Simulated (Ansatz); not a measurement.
Born–Oppenheimer molecular dynamics of C₂H₇N₃O (13 atoms, charge 0, multiplicity 1). It starts at the highest image of a converged band. Of that band: Neighbouring images differ by up to 1.6 eV, so the band resolves the path poorly. A vibrational analysis at the climbing image gives one clearly imaginary mode, 1951i cm⁻¹: a first-order saddle point.

These are results of Ansatz 0.2.0, RKS B3LYP-D4/def2-SVP, not measurements.

```json
{"ensemble": "NVE (velocity Verlet)", "time step": "0.5 fs", "steps asked": "200", "starting velocities drawn for": "100 K", "seed": "8139"}
```

First frame:

```xyz
13
Properties=species:S:1:pos:R:3
C -0.629 -1.339 -1.661
N -0.197 -1.116 -0.439
C 0.088 0.210 0.205
N -0.714 0.422 1.382
N 1.467 0.188 0.601
O -0.249 1.186 -0.748
H -0.829 -0.446 -2.300
H 0.006 -2.200 -0.873
H -1.687 0.187 1.185
H -0.391 -0.195 2.126
H 1.712 1.090 1.009
H 2.059 0.046 -0.217
H -0.617 1.931 -0.254
```

**Question.** What does the run give?

**Answer.** All steps were run.

```yaml
steps_done: 200
time_covered: 100 fs
mean_temperature_over_the_second_half: 1225 K
spread_of_the_potential_energy_over_the_second_half: 31.9 meV per atom
mean_potential_energy_of_the_second_half_above_the_start: -123.5 meV per atom
```

The conserved energy stayed within 2.2 meV per atom of its start (net change -0.57 meV per atom), so the integration is sound. The system heated up, since it started high on the potential surface and ran downhill. A run of 0.1 ps of so small a system gives no equilibrium averages. The orbitals stay closed-shell, which can raise the energy where a bond breaks towards radicals; this wasn't checked here.

**Question.** What happens to the structure?

**Answer.** The step under study would form N2–H8 and break C1–H8. These pairs go: N2–H8 1.19 → 1.77 Å, C1–H8 1.33 → 1.00 Å. In the last frame they stand as before the step (other bonds may differ from the relaxed reactants and products). These pairs come and go: their bonding changes 15 times, last at 97 of 100 fs, so the outcome isn't settled. It ends as one piece, C2H7N3O. Pairs count as bonded within 1.25 times the sum of covalent radii (0.12 Å more for H–H). Another seed would give other details.

**Question.** How do temperature and energy run in time?

**Answer.** 
```
time (fs)  T (K)  potential energy less start (eV)  conserved less start (meV/atom)
      0.0    100                             0.000                             0.00
      8.0    629                            -0.749                             0.27
     16.0    981                            -1.252                             0.07
     24.0   1821                            -2.464                            -1.26
     32.0    544                            -0.629                             0.12
     40.0   1710                            -2.297                            -0.65
     48.0   1376                            -1.819                            -0.30
     56.0   1004                            -1.294                            -0.65
     64.0   1567                            -2.100                            -1.10
     72.0   1167                            -1.517                             0.01
     80.0   1103                            -1.433                            -0.54
     88.0   1081                            -1.391                             0.33
     96.0    852                            -1.067                             0.12
```

The run took 6.1 min on 2 threads of Intel(R) Xeon(R) 6975P-C (Granite Rapids), on a shared host, peak memory 0.34 GiB.
